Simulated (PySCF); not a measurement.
hydrogen fluoride and formaldehyde

A complex built from hydrogen fluoride and formaldehyde; neutral, singlet.

Parts: 1 = hydrogen fluoride (F), atoms 1–2; 2 = formaldehyde (C=O), atoms 3–6.

```xyz
6

F    -0.413    0.124    0.233
H    -0.236    0.006   -0.686
C    -1.080    0.592   -2.883
O    -0.180   -0.014   -2.365
H    -1.154    0.666   -3.981
H    -1.860    1.094   -2.286
```
(Å; atoms numbered from 1)

In these coordinates H2···O4 is 1.680 Å. Part 2 is then moved rigidly along that line, all else held; at short range other atoms may come into contact.

The starting structure comes from a short search with a few starts; no frequency run checks that it is a minimum, and another way of binding may lie lower.

Level of theory: CCSD(T)/aug-cc-pVDZ and MP2/aug-cc-pVTZ, aug-cc-pVQZ counterpoise interaction energy, frozen core, gas phase, in PySCF 2.14.0. Geometry: PBE0-D3(BJ)/def2-TZVPD.

Counterpoise energies in eV, cluster less the parts frozen as they stand in it; small is aug-cc-pVDZ, large aug-cc-pVQZ. Estimated limit: HF in aug-cc-pVQZ, MP2 correlation extrapolated as X⁻³ from aug-cc-pVTZ and aug-cc-pVQZ, and CCSD(T) less MP2 in aug-cc-pVDZ; it isn't the exact limit.

Results

```csv
H2···O4 (Å),HF large,MP2 large,SCS-MP2 large,CCSD(T) small,CCSD(T) limit est.
1.512,-0.249,-0.301,-0.261,-0.234,-0.308
1.596,-0.298,-0.343,-0.309,-0.290,-0.350
1.680,-0.321,-0.360,-0.330,-0.318,-0.366
1.764,-0.327,-0.360,-0.334,-0.326,-0.365
1.848,-0.322,-0.348,-0.327,-0.322,-0.354
2.100,-0.275,-0.288,-0.274,-0.276,-0.292
2.520,-0.185,-0.185,-0.179,-0.181,-0.187
3.360,-0.083,-0.076,-0.075,-0.075,-0.077
```

The 8 runs took 17 min in all, one thread each of Arm Neoverse N1 on a shared host, launched as `OMP_NUM_THREADS=1 python cluster_run.py task.json out`.
